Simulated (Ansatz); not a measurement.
**AlC+ (quintet): the correlation ladder, cc-pVTZ**

An exercise on one series of results from a longer session: the logs are not shown, and one member is left open.

Method: cc-pVTZ, core rule «outside noble gas», up to 6 orbitals frozen; program: Ansatz 0.2.0, Gaussian basis.

Plan: UHF; CCSD(T) on ROHF; CCSD(T) on UHF; BCCD(T) on ROHF; CISD; CCSDT(Q) on ROHF; CCSDT(Q) on UHF; CASSCF and MRCISD+Q, 6 electrons in 8 orbitals; CASSCF and NEVPT2, 6 electrons in 8 orbitals.

14 further runs of the same task are left out: 4 that didn't finish, 10 set aside as unsound or not needed.

## The system

The geometry is a PBE0/def2-TZVP stationary point (not a proven minimum) of the parent state, kept for this charge and spin.

2 atoms, charge 1, spin multiplicity 5.

Atoms are counted from 1 here; the program's logs count them from 0.

Bond lengths: Al1–C2 1.967 Å.

The first run:

in.yaml

```yaml
crystal:
  periodic: [false, false, false]
  atoms:
    - {symbol: Al, position_ang: [0.000000, 0.000000, 0.000000]}
    - {symbol: C, position_ang: [0.000000, 0.000000, 1.966767]}
basis:
  gaussian: {orbitals: cc-pVTZ}
total_charge: 1
magnetization: {spin_polarized: true, initial_magnetization: 4}
hamiltonian: {xc: hf}
output: {orbitals: {seedname: orbitals}}
```

Run with:

```console
ansatz run in.yaml --threads 1 --pin off --events-out ev --progress --plain --max-ram 2393MiB
```

Steps of the session up to this table: UHF; CCSD(T) on ROHF; CCSD(T) on UHF; BCCD(T) on ROHF; CISD; CCSDT(Q) on ROHF; CCSDT(Q) on UHF; CASSCF and MRCISD+Q, 6 electrons in 8 orbitals; CASSCF and NEVPT2, 6 electrons in 8 orbitals.

One of the session's tables, all rows but one given; the rest of the session is left out.

```
          method  from UCCSDT(Q) (kcal/mol)
            ROHF                     +74.91
             UHF                     +73.60
            RMP2                     +15.58
            UMP2                     +15.83
            CISD                          ?
           RCCSD                      +4.05
           UCCSD                      +3.95
        RCCSD(T)                      +0.93
        UCCSD(T)                      +0.88
         BCCD(T)                      +0.91
          RCCSDT                      +0.23
          UCCSDT                      +0.16
       RCCSDT(Q)                      +0.09
       UCCSDT(Q)                          0
  CASSCF valence                     +46.24
  NEVPT2 valence                     +10.40
  MRCISD valence                      +2.22
MRCISD+Q valence                      +0.69
```

Estimate the missing values for CISD.

The run gave: from UCCSDT(Q) (kcal/mol): +3.91. In the column «from UCCSDT(Q) (kcal/mol)» it lies between MRCISD valence (+2.22) and UCCSD (+3.95).

Among the levels timed on like hardware and quicker than the yardstick, those that no quicker one beats, quickest first: NEVPT2 valence (1.4 s, +10.40 kcal/mol); UCCSD(T) (1.5 s, +0.88 kcal/mol); MRCISD+Q valence (3 s, +0.69 kcal/mol).

Caveats from the session: Of the multireference levels listed MRCISD+Q valence comes nearest in total energy (+0.69 kcal/mol), which doesn't show that its space is the better one. Restricted and unrestricted rows rest on different reference determinants; where their highest levels disagree by more than a few hundredths of an eV, they describe different states and don't form one ladder.
